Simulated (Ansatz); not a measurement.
# Platinum, fcc under LDA: testing the Methfessel-Paxton smearing

A convergence test of the Methfessel-Paxton smearing width. The geometry was relaxed under LDA beforehand and stays fixed; 7 values are run, from 0.01 to 1.0 eV. Wanted are the values from which on the energy stays within 10 and 1 meV/atom, and the pressure within 0.5 GPa, of the narrowest run. Within the series other settings stay, but some runs also write fields, which adds to their time. Spin polarisation is left out.

Method: DFT LDA, plane waves with PAW, scalar-relativistic, in Ansatz 0.2.0.

### 1 Starting point

The structure is cubic, space group Fm-3m (No. 225). The conventional cell has a = 3.895 Å, b = 3.895 Å, c = 3.895 Å, α = 90.00°, β = 90.00°, γ = 90.00°. Pt (site symmetry m-3m) has 12 Pt at 2.75 Å as nearest neighbours.

Structure file:

```cif
data_structure
_symmetry_space_group_name_H-M 'Fm-3m'
_symmetry_Int_Tables_number 225
_cell_length_a 3.8949
_cell_length_b 3.8949
_cell_length_c 3.8949
_cell_angle_alpha 90.000
_cell_angle_beta 90.000
_cell_angle_gamma 90.000
_cell_volume 59.08
loop_
_atom_site_label
_atom_site_type_symbol
_atom_site_symmetry_multiplicity
_atom_site_Wyckoff_symbol
_atom_site_fract_x
_atom_site_fract_y
_atom_site_fract_z
_atom_site_occupancy
Pt1 Pt 4 a 0.00000 0.00000 0.00000 1
```

### 2 Width 0.01 eV

The run at 0.01 eV.

input.yaml

```yaml
crystal:
  lattice:
    - [0.0, 1.9474302061, 1.9474302061]
    - [1.9474302061, 0.0, 1.9474302061]
    - [1.9474302061, 1.9474302061, 0.0]
  atoms:
    - { symbol: Pt, position: [0.0, 0.0, 0.0] }
hamiltonian:
  xc: lda
  pseudopotentials:
    kind: paw
    azcp:
      Pt: "pseudopotentials/Pt.paw.azcp"
basis:
  ecutwfc: 420
  fft_grid_basis: typed
kpoints:
  mp_grid: { grid: [14, 14, 14], shift: [0, 0, 0] }
magnetization:
  spin_polarized: false
scf:
  occupations: { method: methfessel_paxton, width: 0.01 }
  lower_state_search: "off"
output:
  stress: true
```

Run with:

```bash
ansatz run input.yaml --threads 2 --pin off --max-ram 5120MiB --backend cpu --events-out ev --progress --plain --runs-dir out
```

### 3 Width 0.03 eV

The run at 0.03 eV.

input.yaml, as its differences from that of step 2:

```diff
@@ -21,3 +21,3 @@
 scf:
-  occupations: { method: methfessel_paxton, width: 0.01 }
+  occupations: { method: methfessel_paxton, width: 0.03 }
   lower_state_search: "off"
@@ -25 +25,5 @@
   stress: true
+  write_density: true
+  write_potential: true
+  elf: true
+  volumetric_format: npy
```

### 4 Width 0.1 eV

The run at 0.1 eV.

input.yaml, as its differences from that of step 3:

```diff
@@ -21,3 +21,3 @@
 scf:
-  occupations: { method: methfessel_paxton, width: 0.03 }
+  occupations: { method: methfessel_paxton, width: 0.1 }
   lower_state_search: "off"
@@ -25,5 +25 @@
   stress: true
-  write_density: true
-  write_potential: true
-  elf: true
-  volumetric_format: npy
```

### 5 Width 0.2 eV

The run at 0.2 eV.

input.yaml, as its differences from that of step 4:

```diff
@@ -21,3 +21,3 @@
 scf:
-  occupations: { method: methfessel_paxton, width: 0.1 }
+  occupations: { method: methfessel_paxton, width: 0.2 }
   lower_state_search: "off"
```

### 6 Width 0.3 eV

The run at 0.3 eV.

input.yaml, as its differences from that of step 5:

```diff
@@ -21,3 +21,3 @@
 scf:
-  occupations: { method: methfessel_paxton, width: 0.2 }
+  occupations: { method: methfessel_paxton, width: 0.3 }
   lower_state_search: "off"
@@ -25 +25,5 @@
   stress: true
+  write_density: true
+  write_potential: true
+  elf: true
+  volumetric_format: npy
```

### 7 Width 0.6 eV

The run at 0.6 eV.

input.yaml, as its differences from that of step 6:

```diff
@@ -21,3 +21,3 @@
 scf:
-  occupations: { method: methfessel_paxton, width: 0.3 }
+  occupations: { method: methfessel_paxton, width: 0.6 }
   lower_state_search: "off"
@@ -25,5 +25 @@
   stress: true
-  write_density: true
-  write_potential: true
-  elf: true
-  volumetric_format: npy
```

### 8 Width 1.0 eV

The run at 1.0 eV.

input.yaml, as its differences from that of step 7:

```diff
@@ -21,3 +21,3 @@
 scf:
-  occupations: { method: methfessel_paxton, width: 0.6 }
+  occupations: { method: methfessel_paxton, width: 1.0 }
   lower_state_search: "off"
@@ -25 +25,5 @@
   stress: true
+  write_density: true
+  write_potential: true
+  elf: true
+  volumetric_format: npy
```

(Steps that only read results are left out.)

What does the calculation give?

**Answer**, as computed:

```
                                           quantity                       value
       E(σ → 0) stays within 10 meV/atom of 0.01 eV                up to 0.6 eV
                   E(σ → 0) stays within 1 meV/atom                up to 0.3 eV
                      pressure stays within 0.5 GPa                up to 0.6 eV
                                pressure at 0.01 eV                   -0.46 GPa
energy of a separate run on a finer mesh (23×23×23)  +6.2 meV/atom from 0.01 eV
```

At 1.0 eV the energy differs by -22.5 meV/atom and the pressure by +0.8 GPa. The free energy F moves by -42.8 meV/atom over the range, and the estimate for σ → 0 by -22.5. This scheme cancels the term in the square of the width, so F moves little up to 0.2 eV. The mesh (14×14×14) is fixed, so the narrowest widths carry a k-point error of their own. The yardstick itself is unsettled by 6.2 meV/atom against the finer mesh, so the thresholds above hold only within this series, and wider smearing, which averages over more states, can land nearer the fine-mesh value than the narrowest does.
